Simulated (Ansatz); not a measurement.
# Forms of SiGeH3 and their order

Ansatz 0.2.0, basis cc-pVTZ; geometries are PBE0/def2-TZVP minima. Wave-function levels freeze the cores with the filled d shells of p-block atoms; HF, MP2 and coupled cluster are restricted for singlets and unrestricted otherwise, restricted open-shell where a d shell is frozen, Kohn–Sham unrestricted where that lies lower. NEVPT2 stands on CASSCF in the full valence space. The reference is CCSDT(Q) (coupled cluster only where its series has nearly closed). Semilocal and hybrid functionals correlate all electrons outside any core potential and usually lie nearer their basis limit than the reference, so part of their error here is the reference's basis and frozen-core error; RPA and the MP2 part of double hybrids freeze the same cores as the reference. None of these values is a measured one. Energies are electronic, without zero-point terms. No spin–orbit coupling and no scalar relativity. The species are chosen: bound, without strong static correlation by their natural occupations or amplitudes, and with a ladder that closes on the reference, so errors are smaller than for species at large; levels whose determinant breaks symmetry or spin markedly are left out.

A. doublet; Si–Ge 2.420, Ge–H 1.543/1.550, angles at Ge 103/107/108/116°. Coordinates (Å): Si 0.006 0.000 1.782; Ge 0.002 0.000 -0.639; H -1.510 0.000 -0.981; H 0.613 1.245 -1.315; H 0.613 -1.245 -1.315
B. doublet; Si–Ge 2.440, Si–H 1.492/1.499, angles at Si 102/107/108/116°. Coordinates (Å): Si -0.006 0.000 1.693; Ge -0.001 0.000 -0.747; H 1.462 0.000 1.996; H -0.595 1.204 2.347; H -0.595 -1.204 2.347
C. doublet; Si–Ge 2.352, Si–H 1.492, Ge–H 1.595, angles at Ge 87°, angles at Si 107/123/130°. Coordinates (Å): Si 0.000 0.018 1.652; Ge 0.000 -0.028 -0.700; H 0.000 1.186 2.581; H 0.000 -1.209 2.499; H 0.000 1.566 -0.637

Task: From bonding and spin, estimate the order of these in energy at CCSDT(Q), each at its own geometry.

Result: At CCSDT(Q), above the lowest of those listed: B (0.0 kcal/mol), C (7.6 kcal/mol), A (20.6 kcal/mol).

```
   level  C less B (kcal/mol)  A less B (kcal/mol)
CCSDT(Q)                  7.6                 20.6
     MP2                  7.7                 21.8
 CCSD(T)                  7.8                 20.7
  NEVPT2                  5.3                 19.0
     PBE                  3.1                 20.2
    PBE0                  5.1                 20.1
 wB97M-V                  7.7                 22.1
  B2PLYP                  6.8                 21.9
 RPA-PBE                  7.7                 21.2
```

Every level shown puts the same form lowest.

The geometries are PBE0's, not this basis's own minima.
